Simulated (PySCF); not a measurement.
# HO, SMILES `[OH]` (charge 0, multiplicity 2)

The numbers are results of M06-2X/def2-TZVP // B3LYP-D3(BJ)/def2-TZVP (PySCF), not measurements.

```json
{
  "highest_occupied_spin_orbital": "-10.99 eV",
  "dipole_moment": "1.80 D",
  "total_energy": "-75.7320 Ha",
  "cost": "around 16 core-seconds (rough)"
}
```

```xyz
2

O      0.4883     0.0000     0.0000
H     -0.4883     0.0000     0.0000
```
Charge 0, spin multiplicity 2.
